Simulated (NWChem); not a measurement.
**Correlation energy of pyrrole (C4H5N)**

```
N
H 1 1.0098
C 1 1.3659 2 124.97
C 1 1.3659 2 124.97 3 180.00
C 4 1.3790 1 107.75 2 180.00
C 3 1.3790 1 107.75 2 180.00
H 3 1.0878 1 121.36 2 0.00
H 4 1.0878 1 121.36 2 0.00
H 5 1.0884 4 125.81 8 0.00
H 6 1.0884 3 125.81 7 0.00
```
Charge 0, spin multiplicity 1.

The numbers come from NWChem runs, not from measurements. Structure: optimised with PBE0/def2-SVP, a minimum by its harmonic frequencies.

Basis set: cc-pVDZ. Each correlation energy counts from its own Hartree-Fock reference.

The correlated methods keep 5 core orbitals frozen. Coupled-cluster values serve here as a point of comparison, not as the truth.

Task: One of these methods gave a correlation energy of -697.0 mHa. Which?
A) CR-CCSD[T]
B) RI-MP2
C) CCSD
D) SCS-MP2

Result: B, RI-MP2. The others give -677.2 (SCS-MP2), -748.1 (CR-CCSD[T]), -727.0 (CCSD).
